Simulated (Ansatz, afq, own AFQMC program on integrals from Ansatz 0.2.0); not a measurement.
Atomization energy of BGeH, triplet, worked out

```csv
atom,x (Å),y (Å),z (Å)
Ge,0.0000,0.0000,1.6897
B,0.0000,0.0000,-0.2506
H,0.0000,0.0000,-1.4391
```

Connectivity, by distances: Ge–BH.

Basis cc-pVDZ. Only valence electrons are correlated. Integrals, coupled cluster, full CI and functionals: Ansatz 0.2.0; the random walks run on the same integrals in our own AFQMC program. The CISD trial takes its coefficients from CCSD amplitudes. Released means that phaseless walkers are propagated on without the constraint, phases kept. ± is one standard error of the sampling. No spin–orbit coupling.

Total energies in eV. CBS is CCSD(T) at the limit of def2-TZVPP/QZVPP (extrapolated itself); the highest rung of each member is named.

Cautions: inner d shell frozen; no relativity below Rb; no spin-orbit coupling.

| member | count | CCSD(T)/cc-pVDZ | highest rung in cc-pVDZ | which | CCSD(T)/CBS |
| --- | --- | --- | --- | --- | --- |
| Ge (triplet) | +1 | -56473.1139 | -56473.1222 | FCI | -56475.5964 |
| B (doublet) | +1 | -669.1119 | -669.1218 | FCI | -669.4648 |
| H (doublet) | +1 | -13.5861 | -13.5861 | FCI | -13.6059 |
| BGeH, triplet | -1 | -57162.3519 | -57162.3973 | CCSDT(Q) | -57165.8252 |

**Question.** Work out the best estimate of the atomization energy: the CCSD(T)/CBS difference plus the step from CCSD(T) to the highest rung.

**Answer.** Sums with the counts: CCSD(T)/CBS 7.1581 eV, highest rung 6.5672 eV, CCSD(T)/cc-pVDZ 6.5400 eV. The step is 6.5672 − 6.5400 = 0.0272 eV, so the best estimate is 7.1581 + (0.0272) = 7.1853 eV. The basis set is worth 0.618 eV of it. Zero-point, core-correlation and spin–orbit terms aren't in it. Past Ne the Hartree–Fock part of each CBS total tends to overshoot, since the cores don't follow the formula; that largely cancels in the difference.

Best estimates are given only where the step beyond CCSD(T) is under 0.3 eV and no member's determinant is very poor (T1 over 0.05, or 0.07 for open shells, ⟨S²⟩ too high by 0.3, two states mixed), so the hardest cases are missing from such tables.

CCSDT and higher add their correlation energy to the determinant of the CCSD(T) run, since their own runs factorise the integrals more tightly (a shift of under 2 meV). Each member of a difference takes its own highest rung, so a best estimate needn't equal the limit plus the step of one row.
